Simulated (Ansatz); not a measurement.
Mulliken charges of C3H2ClF, SMILES `FC1=CC1Cl` from B3LYP/def2-TZVPP in Ansatz (PBE0-D4/def2-TZVP geometry).

```
atom   x (Å)   y (Å)   z (Å)  charge (e)
  F1   0.416  -2.094  -0.334      -0.151
  C2   0.255  -0.851   0.007       0.229
  C3   0.155   0.033   0.937      -0.170
  C4   0.001   0.474  -0.492      -0.049
 Cl5  -1.624   0.912  -1.123      -0.180
  H6   0.124   0.366   1.959       0.198
  H7   0.735   1.093  -1.000       0.122
```

Q: By hand: the dipole of these point charges (1 e Å = 4.8032 D).

A: Σ q r = (0.376, 0.134, 0.385) e Å, of length 0.555 e Å = 2.67 D.

Q: How does the dipole of the full density compare? (Estimate.)

A: Computed: (0.349, 0.034, 0.325) e Å, 2.30 D; the point charges give 1.16 times that, at 10° from its direction.

Point charges leave out the atoms' own dipoles, such as those of lone pairs, and Mulliken's split depends on the basis, so the two needn't agree.

B3LYP here is the variant with VWN-RPA as its local correlation; programs differ in this.
